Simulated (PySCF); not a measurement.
## Fluorine: a sound run and one with changed settings

Sound run: F [He] 2s2 2p5, F+ [He] 2s2 2p4. Computed with PySCF 2.14 in x2c-TZVPall (5s3p2d1f, 31 functions), with the spin-free X2C one-electron Hamiltonian (Gaussian nucleus). In the sound run the correlated levels freeze 1s2. The sound run starts from symmetry-adapted Hartree-Fock orbitals and uses a fine grid where one is needed.

Changed run: a valence shell is frozen. This setting is unsound on purpose.

```csv
species,method,sound run (hartree),changed run (hartree),converged
F,MP2,-99.69685,-99.62083,yes
F,CCSD(T),-99.71230,-99.62821,yes
F+,MP2,-99.06494,-98.99054,yes
F+,CCSD(T),-99.08260,-98.99749,yes
```

Ionisation energy of F:

| method | sound run (eV) | changed run (eV) |
| --- | --- | --- |
| UHF | 15.641 | 15.641 |
| MP2 | 17.195 | 17.151 |
| SCS-MP2 | 17.180 | 17.211 |
| CCSD | 17.093 | 17.125 |
| CCSD(T) | 17.135 | 17.163 |

Freezing a valence shell removes pair correlation that changes on ionisation.

For comparison, NIST gives 17.423 eV between the lowest levels.
